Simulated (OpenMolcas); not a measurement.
**HOF (SMILES OF) at 6 levels**

Aim: a comparison of 6 runs (HF/aug-cc-pVTZ, B2PLYP/aug-cc-pVTZ, B3LYP/aug-cc-pVTZ, BLYP/aug-cc-pVTZ, M06-2X/aug-cc-pVTZ, MP2/aug-cc-pVTZ) of HOF. 

The calculation is run with OpenMolcas 26.06.

1 further run of the same task is left out (set aside as unsound or not needed).

### 1 The system as given

HOF: 3 atoms, total charge 0, spin state singlet. SMILES: `OF`. One bond was lengthened or shortened from a relaxed shape.

Bond lengths: O1–F2 1.406 Å, O1–H3 1.115 Å. Angles: F2–O1–H3 99.1°.

### 2 The energy at HF/aug-cc-pVTZ (run 1)

Contents of input.xyz:

```xyz
3

O      0.526465    -0.121265     0.279571
F     -0.126035     1.103695     0.052261
H     -0.208690    -0.804280    -0.205350
```

Contents of calc.inp:

```
&gateway
baslib=$CurrDir
coord=input.xyz
basis=aug-cc-pVTZ
group=NoSym
&seward
&scf
thresholds=1e-10 1e-07 1e-07 1e-05
prorbitals=1 2
```

The basis set aug-cc-pVTZ is read from a file made from the Basis Set Exchange's data (not shown).

Launch:

```
$ export MOLCAS_MEM=1860
$ pymolcas calc.inp > calc.log
```

The log of the run:

```text
--- Start Module: gateway ---
[...]
--- Stop Module: gateway /rc=_RC_ALL_IS_WELL_ ---
--- Start Module: seward ---
[...]
      Basis functions          115
--- Stop Module: seward /rc=_RC_ALL_IS_WELL_ ---
[...]
--- Start Module: scf ---
[...]
       Convergence after  13 Iterations
[...]
::    Total SCF energy                               -174.7887403296
[...]
      Total spin, S                                     0.0000000000
[...]
      Total electronic charge=   18.000000
      Total            charge=   -0.000000
[...]
      Dipole Moment (debye):
      Origin of the operator (angstrom)=    0.1615    0.5060    0.1460
                   X= -9.5107E-01               Y= -1.9754E+00               Z= -7.4843E-01           Total=  2.3166E+00
      Quadrupole Moment (debye*angstrom):
[...]
--- Stop Module: scf /rc=_RC_ALL_IS_WELL_ ---
[...]
```

Run time: 14 s. Hardware: 1 thread of Arm Neoverse V1, shared host; peak memory 0.7 GiB.

### 3 The energy at B2PLYP/aug-cc-pVTZ (run 2)

Contents of calc.inp:

```
* FHO Kohn-Sham DFT

&GATEWAY
  BasLib
  $CurrDir
  Coord
  3
  bohr
  O      0.99487466    -0.22915764     0.52831262
  F     -0.23817163     2.08568128     0.09875898
  H     -0.39436694    -1.51986893    -0.38805526
  Basis
  aug-cc-pVTZ
  Group
  NoSym

&SEWARD
  GridInput
  Grid=UltraFine
  End of Grid

&SCF
  KSDFT
  B2PLYP_SCF
  Thresholds
  1e-10 1e-07 1e-07 1e-05
  PrOrbitals
  1

&MBPT2
  Frozen
  2
```

The basis set aug-cc-pVTZ is read from a file made from the Basis Set Exchange's data (not shown).

Launch:

```
$ export MOLCAS_MEM=1860
$ pymolcas calc.inp > calc.log
```

The log of the run:

```text
--- Start Module: gateway ---
[...]
--- Stop Module: gateway /rc=_RC_ALL_IS_WELL_ ---
[...]
      Basis functions          115
[...]
--- Start Module: scf ---
[...]
       Convergence after  13 Iterations
[...]
::    Total KS-DFT energy                            -175.3295042515
[...]
      Total spin, S                                     0.0000000000
[...]
      Total electronic charge=   18.000000
      Total            charge=   -0.000000
[...]
      Dipole Moment (debye):
      Origin of the operator (angstrom)=    0.1615    0.5060    0.1460
                   X= -9.3729E-01               Y= -1.8019E+00               Z= -7.2152E-01           Total=  2.1555E+00
      Quadrupole Moment (debye*angstrom):
[...]
--- Stop Module: scf /rc=_RC_ALL_IS_WELL_ ---
[...]
--- Start Module: mbpt2 ---
[...]
 ###    WARNING: MP2 implementation intended for RHF references only         ###
 ###############################################################################
MBPT2 WARNING: Reference function according to RunFile:KS-DFT
I'll assume you know what you're doing and continue
WARNING!
Default frozen orbitals as non valence orbitals is overwritten by user input.
Default values:   2
[...]
       Reference weight ( Cref**2 )         =        0.84024
::    Total MBPT2 energy                             -175.9605194637
[...]
      Total MBPT2 calculations                           0.57      0.62
--- Stop Module: mbpt2 /rc=_RC_ALL_IS_WELL_ ---
[...]
```

Run time: 29 s. Hardware: 1 thread of Arm Neoverse V1, shared host; peak memory 0.7 GiB.

### 4 A single-point energy at B3LYP/aug-cc-pVTZ (run 3)

Contents of test.input:

```
>>> EXPORT MOLCAS_PRINT=2

&GATEWAY
  BasLib=$CurrDir
  Coord
  3
  bohr
  O      0.99487466    -0.22915764     0.52831262
  F     -0.23817163     2.08568128     0.09875898
  H     -0.39436694    -1.51986893    -0.38805526
  Basis=aug-cc-pVTZ
  Group=NoSym

&SEWARD
  GridInput
  Grid=UltraFine
  End of Grid

&SCF
  KSDFT=B3LYP
  Thresholds=1e-10 1e-07 1e-07 1e-05
  PrOrbitals=1
```

The basis set aug-cc-pVTZ is read from a file made from the Basis Set Exchange's data (not shown).

Launch:

```
$ export MOLCAS_MEM=1860
$ pymolcas test.input > test.log
```

The log of the run:

```text
--- Start Module: gateway ---
[...]
--- Stop Module: gateway /rc=_RC_ALL_IS_WELL_ ---
--- Start Module: seward ---
[...]
      Basis functions          115
--- Stop Module: seward /rc=_RC_ALL_IS_WELL_ ---
[...]
--- Start Module: scf ---
[...]
       Convergence after  16 Iterations
[...]
::    Total KS-DFT energy                            -175.5995122394
[...]
      Total spin, S                                     0.0000000000
[...]
      Total electronic charge=   18.000000
      Total            charge=   -0.000000
[...]
      Dipole Moment (debye):
      Origin of the operator (angstrom)=    0.1615    0.5060    0.1460
                   X= -9.1237E-01               Y= -1.6724E+00               Z= -6.9328E-01           Total=  2.0273E+00
      Quadrupole Moment (debye*angstrom):
[...]
--- Stop Module: scf /rc=_RC_ALL_IS_WELL_ ---
[...]
```

It took 34 s on 1 thread of Arm Neoverse V1, shared host; peak memory 0.7 GiB.

Runs 4 to 5 aren't shown in full; the table further down has their settings and results.

### 5 The energy at MP2/aug-cc-pVTZ (run 6)

Contents of run.inp:

```
* FHO MP2
>>> EXPORT MOLCAS_PRINT=2
&GATEWAY
BasLib
$CurrDir
Coord
3
angstrom
O        0.526465      -0.121265       0.279571
F       -0.126035       1.103695       0.052261
H       -0.208690      -0.804280      -0.205350
Basis
aug-cc-pVTZ
Group
NoSym
&SEWARD
&SCF
Thresholds
1e-10 1e-07 1e-07 1e-05
PrOrbitals
1 1
&MBPT2
Frozen
2
```

The basis set aug-cc-pVTZ is read from a file made from the Basis Set Exchange's data (not shown).

Launch:

```
$ export MOLCAS_MEM=1860
$ pymolcas run.inp > run.log
```

The log of the run:

```text
--- Start Module: gateway ---
[...]
--- Stop Module: gateway /rc=_RC_ALL_IS_WELL_ ---
[...]
      Basis functions          115
[...]
--- Start Module: scf ---
[...]
       Convergence after  13 Iterations
[...]
::    Total SCF energy                               -174.7887403296
[...]
      Total spin, S                                     0.0000000000
[...]
      Total electronic charge=   18.000000
      Total            charge=   -0.000000
[...]
      Dipole Moment (debye):
      Origin of the operator (angstrom)=    0.1615    0.5060    0.1460
                   X= -9.5107E-01               Y= -1.9754E+00               Z= -7.4843E-01           Total=  2.3166E+00
      Quadrupole Moment (debye*angstrom):
[...]
--- Stop Module: scf /rc=_RC_ALL_IS_WELL_ ---
[...]
--- Start Module: mbpt2 ---
[...]
WARNING!
Default frozen orbitals as non valence orbitals is overwritten by user input.
Default values:   2
[...]
       Reference weight ( Cref**2 )         =        0.89292
::    Total MBPT2 energy                             -175.3125088951
[...]
      Total MBPT2 calculations                           0.55      0.61
--- Stop Module: mbpt2 /rc=_RC_ALL_IS_WELL_ ---
[...]
```

It took 15 s on 1 thread of Arm Neoverse V1, shared host; peak memory 0.7 GiB.

### 6 All runs side by side

```
run               level  frozen core orbitals  integration grid  energy (Eh)  dipole moment (D) of the reference  HOMO energy (eV)  LUMO energy (eV)  wall time
  1      HF/aug-cc-pVTZ                     –                 –  -174.788740                                2.32            -14.56              0.69       14 s
  2  B2PLYP/aug-cc-pVTZ                     2         UltraFine  -175.499878                                2.16            -11.21             -0.24       29 s
  3   B3LYP/aug-cc-pVTZ                     –         UltraFine  -175.599512                                2.03             -8.86             -1.67       34 s
  4    BLYP/aug-cc-pVTZ                     –         UltraFine  -175.593259                                1.92             -7.06             -2.76       29 s
  5  M06-2X/aug-cc-pVTZ                     –         UltraFine  -175.530146                                2.11            -11.21             -0.60       38 s
  6     MP2/aug-cc-pVTZ                     2                 –  -175.312509                                2.32            -14.56              0.69       15 s
```

### 7 Summary of results

```
                                          quantity          value
                               run 6: total energy  -175.31251 Eh
         run 6: dipole moment (mean-field density)         2.32 D
        run 6: HOMO energy (Hartree–Fock orbitals)      -14.56 eV
        run 6: LUMO energy (Hartree–Fock orbitals)        0.69 eV
      run 6: HOMO–LUMO gap (Hartree–Fock orbitals)       15.25 eV
run 6: correlation energy (2 core orbitals frozen)     -523.8 mEh
```

Over runs 1, 2, 3, 4, 5 the dipole moment (its size) runs from 1.92 D (BLYP/aug-cc-pVTZ) to 2.32 D (HF/aug-cc-pVTZ). Over runs 1, 2, 3, 4, 5 the HOMO–LUMO gap runs from 4.29 eV (BLYP/aug-cc-pVTZ) to 15.25 eV (HF/aug-cc-pVTZ). Exact exchange widens orbital gaps. For B2PLYP the log adds the whole second-order term; the table takes 0.27 of it, as the functional is defined. Totals of different functionals can't be ranked against each other. All runs together took 2.6 min, the longest 38 s.
